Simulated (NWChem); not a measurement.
System: NaCl; SMILES [Cl][Na]

Input file for NWChem:

```
start job
memory heap 200 mb stack 900 mb global 1100 mb
geometry units angstroms noautoz
  Na     0.000000     0.000000    -1.409652
  Cl     0.000000     0.000000     0.928494
end
basis spherical
  * library def2-svp
end
dft
  xc xperdew91 perdew91
  iterations 150
  mulliken
end
task dft energy
```

Parts of the log:

```
             Northwest Computational Chemistry Package (NWChem) 7.3.0
             --------------------------------------------------------

 ORDER OF PRIMARY AXIS IS BEING SET TO 4
 C4V symmetry detected

                             Geometry "geometry" -> ""
                             -------------------------

 Output coordinates in angstroms (scale by  1.889725989 to convert to a.u.)

  No.       Tag          Charge          X              Y              Z
 ---- ---------------- ---------- -------------- -------------- --------------
    1 Na                  11.0000     0.00000000     0.00000000    -1.41958864
    2 Cl                  17.0000     0.00000000     0.00000000     0.91855736

 Effective nuclear repulsion energy (a.u.)      42.3224835245

      Symmetry information
      --------------------

 Group name             C4v
 Group number             18
 Group order               8
 No. of unique centers     2

  perdew91 is a nonlocal functional; adding pw91lda local functional.

                                 NWChem DFT Module
                                 -----------------

 Summary of "ao basis" -> "ao basis" (spherical)
 ------------------------------------------------------------------------------
       Tag                 Description            Shells   Functions and Types
 ---------------- ------------------------------  ------  ---------------------
 Na                         def2-svp                 7       15   4s2p1d
 Cl                         def2-svp                 8       18   4s3p1d

      Symmetry analysis of basis
      --------------------------

        a1         15
        a2          0
        b1          2
        b2          2
        e          14

            General Information
            -------------------
          SCF calculation type: DFT
          Wavefunction type:  closed shell.
          No. of atoms     :     2
          No. of electrons :    28
           Alpha electrons :    14
            Beta electrons :    14
          Charge           :     0
          Spin multiplicity:     1
          Use of symmetry is: on ; symmetry adaption is: on
          Maximum number of iterations: 150
          AO basis - number of functions:    33
                     number of shells:    15
          Convergence on energy requested:  1.00D-06
          Convergence on density requested:  1.00D-05
          Convergence on gradient requested:  5.00D-04

              XC Information
              --------------
                 Perdew 1991   Exchange Functional  1.000
                Perdew 1991 Correlation Functional  1.000 non-local
            Perdew 1991 LDA Correlation Functional  1.000 local

             Grid Information
             ----------------
          Grid used for XC integration:  medium
          Radial quadrature: Mura-Knowles
          Angular quadrature: Lebedev.
          Tag              B.-S. Rad. Rad. Pts. Rad. Cut. Ang. Pts.
          ---              ---------- --------- --------- ---------
          Na                  1.80       88           9.0       434
          Cl                  1.00       88          10.0       590
          Grid pruning is: on
          Number of quadrature shells:   176
          Spatial weights used:  Erf1

      Superposition of Atomic Density Guess
      -------------------------------------

 Sum of atomic energies:        -621.11612880

      Non-variational initial energy
      ------------------------------

 Total energy =    -620.993869
 1-e energy   =    -946.841061
 2-e energy   =     283.524709
 HOMO         =      -0.442935
 LUMO         =      -0.048271

      Symmetry analysis of molecular orbitals - initial
      -------------------------------------------------

 !! scf_movecs_sym_adapt:    4 vectors were symmetry contaminated

  Symmetry fudging

 !! scf_movecs_sym_adapt:    4 vectors were symmetry contaminated

  Numbering of irreducible representations:

     1 a1          2 a2          3 b1          4 b2          5 e

  Orbital symmetries:

     1 a1          2 a1          3 a1          4 a1          5 e
     6 e           7 a1          8 a1          9 e          10 e
    11 a1         12 a1         13 e          14 e          15 a1
    16 e          17 e          18 a1         19 a1         20 b1
    21 b2         22 e          23 e          24 a1

     ---------------------------------------------
      Total Density - Mulliken Population Analysis
     ---------------------------------------------

    Atom       Charge   Shell Charges
 -----------   ------   -------------------------------------------------------
    1 Na  11    10.14   2.00  1.99  0.08 -0.01  5.99  0.05  0.03
    2 Cl  17    17.86   2.00  1.99  1.24  0.74  5.95  2.29  3.65  0.00

   convergence    iter        energy       DeltaE   RMS-Dens  Diis-err
 ---------------- ----- ----------------- --------- --------- ---------
 d= 0,ls=0.0,diis     1   -622.2763056509 -6.65D+02  6.67D-02  2.54D-01
 d= 0,ls=0.0,diis     2   -622.0535802595  2.23D-01  5.05D-02  1.32D+00
 d= 0,ls=0.0,diis     3   -622.3111527613 -2.58D-01  6.91D-03  1.12D-02
 d= 0,ls=0.0,diis     4   -622.3137292854 -2.58D-03  4.70D-04  2.70D-04
 d= 0,ls=0.0,diis     5   -622.3137658845 -3.66D-05  1.95D-04  1.70D-05
  Resetting Diis
 d= 0,ls=0.0,diis     6   -622.3137695489 -3.66D-06  4.12D-05  9.68D-07
 d= 0,ls=0.0,diis     7   -622.3137697275 -1.79D-07  1.21D-05  6.66D-09
 d= 0,ls=0.0,diis     8   -622.3137697246  2.95D-09  6.64D-06  2.42D-08

         Total DFT energy =     -622.313769724567
      One electron energy =     -949.564904986908
           Coulomb energy =      327.659419462838
    Exchange-Corr. energy =      -42.730767725026
 Nuclear repulsion energy =       42.322483524529

 Numeric. integr. density =       27.999999889787

                  Occupations of the irreducible representations
                  ----------------------------------------------

                     irrep           alpha         beta
                     --------     --------     --------
                     a1                8.0          8.0
                     a2                0.0          0.0
                     b1                0.0          0.0
                     b2                0.0          0.0
                     e                 6.0          6.0

                       DFT Final Molecular Orbital Analysis
                       ------------------------------------

 Vector   12  Occ=2.000000D+00  E=-2.001415D-01  Symmetry=a1
              MO Center= -1.2D-14, -3.4D-15,  7.8D-01, r^2= 1.6D+00
   Bfn.  Coefficient  Atom+Function         Bfn.  Coefficient  Atom+Function
  ----- ------------  ---------------      ----- ------------  ---------------
    28      0.618396  2 Cl pz                25      0.434677  2 Cl pz
     3     -0.379647  1 Na s                 22      0.260073  2 Cl pz
     2     -0.146961  1 Na s                  4      0.146651  1 Na s
     7      0.080243  1 Na pz                19      0.072698  2 Cl s
    18      0.067893  2 Cl s                 17     -0.046678  2 Cl s

 Vector   13  Occ=2.000000D+00  E=-1.808711D-01  Symmetry=e
              MO Center= -4.1D-16, -2.9D-16,  8.3D-01, r^2= 1.4D+00
   Bfn.  Coefficient  Atom+Function         Bfn.  Coefficient  Atom+Function
  ----- ------------  ---------------      ----- ------------  ---------------
    27      0.584871  2 Cl py                24      0.420473  2 Cl py
    21      0.249104  2 Cl py                26      0.230129  2 Cl px
    23      0.165443  2 Cl px                 9      0.130058  1 Na py
    20      0.098015  2 Cl px                12      0.054388  1 Na d -1
     8      0.051174  1 Na px                 6     -0.034134  1 Na py

 Vector   14  Occ=2.000000D+00  E=-1.808711D-01  Symmetry=e
              MO Center=  6.6D-15, -2.0D-14,  8.3D-01, r^2= 1.4D+00
   Bfn.  Coefficient  Atom+Function         Bfn.  Coefficient  Atom+Function
  ----- ------------  ---------------      ----- ------------  ---------------
    26      0.584871  2 Cl px                23      0.420473  2 Cl px
    20      0.249104  2 Cl px                27     -0.230129  2 Cl py
    24     -0.165443  2 Cl py                 8      0.130058  1 Na px
    21     -0.098015  2 Cl py                14     -0.054388  1 Na d  1
     9     -0.051174  1 Na py                 5     -0.034134  1 Na px

 Vector   15  Occ=0.000000D+00  E=-8.413090D-02  Symmetry=a1
              MO Center=  4.4D-16, -1.0D-15, -2.3D+00, r^2= 5.3D+00
   Bfn.  Coefficient  Atom+Function         Bfn.  Coefficient  Atom+Function
  ----- ------------  ---------------      ----- ------------  ---------------
     3      0.504064  1 Na s                  4      0.453296  1 Na s
    10     -0.404669  1 Na pz                 2      0.238573  1 Na s
    28      0.199139  2 Cl pz                25      0.112860  2 Cl pz
     7      0.089372  1 Na pz                22      0.067356  2 Cl pz
    18     -0.058080  2 Cl s                 19     -0.051164  2 Cl s

 Vector   16  Occ=0.000000D+00  E= 6.535962D-03  Symmetry=e
              MO Center=  9.5D-17, -2.2D-15, -1.6D+00, r^2= 6.8D+00
   Bfn.  Coefficient  Atom+Function         Bfn.  Coefficient  Atom+Function
  ----- ------------  ---------------      ----- ------------  ---------------
     8      0.996686  1 Na px                26     -0.212285  2 Cl px
     9      0.160810  1 Na py                 5     -0.136475  1 Na px
    23     -0.111081  2 Cl px                14      0.106200  1 Na d  1
    20     -0.065122  2 Cl px                27     -0.034251  2 Cl py

 Vector   17  Occ=0.000000D+00  E= 6.535962D-03  Symmetry=e
              MO Center=  1.1D-13, -2.3D-14, -1.6D+00, r^2= 6.8D+00
   Bfn.  Coefficient  Atom+Function         Bfn.  Coefficient  Atom+Function
  ----- ------------  ---------------      ----- ------------  ---------------
     9      0.996686  1 Na py                27     -0.212285  2 Cl py
     8     -0.160810  1 Na px                 6     -0.136475  1 Na py
    24     -0.111081  2 Cl py                12     -0.106200  1 Na d -1
    21     -0.065122  2 Cl py                26      0.034251  2 Cl px

     ---------------------------------------------
      Total Density - Mulliken Population Analysis
     ---------------------------------------------

    Atom       Charge   Shell Charges
 -----------   ------   -------------------------------------------------------
    1 Na  11    10.51   2.00  1.99  0.31 -0.09  5.98  0.22  0.09
    2 Cl  17    17.49   2.00  1.98  1.24  0.73  5.93  2.12  3.48  0.00

     -------------------------------------------
      Total Density - Lowdin Population Analysis
     -------------------------------------------

    Atom       Charge   Shell Charges
 -----------   ------   -------------------------------------------------------
    1 Na  11    10.80   2.00  1.95  0.24  0.06  5.96  0.34  0.25
    2 Cl  17    17.20   2.00  1.96  1.03  0.78  5.82  2.26  3.36  0.00

     Multipole analysis of the density
     ---------------------------------

     L   x y z        total         alpha         beta         nuclear
     -   - - -        -----         -----         ----         -------
     0   0 0 0     -0.000000    -14.000000    -14.000000     28.000000

     1   1 0 0      0.000000      0.000000      0.000000      0.000000
     1   0 1 0     -0.000000     -0.000000     -0.000000      0.000000
     1   0 0 1     -3.017083     -1.508542     -1.508542      0.000000

     2   2 0 0    -14.296327     -7.148164     -7.148164      0.000000
     2   1 1 0      0.000000      0.000000      0.000000      0.000000
     2   1 0 1      0.000000      0.000000      0.000000      0.000000
     2   0 2 0    -14.296327     -7.148164     -7.148164      0.000000
     2   0 1 1     -0.000000     -0.000000     -0.000000      0.000000
     2   0 0 2     -8.153345    -69.268702    -69.268702    130.384060
```

Level: PW91/def2-SVP. Structure relaxed at the PBE0/def2-SVP level.
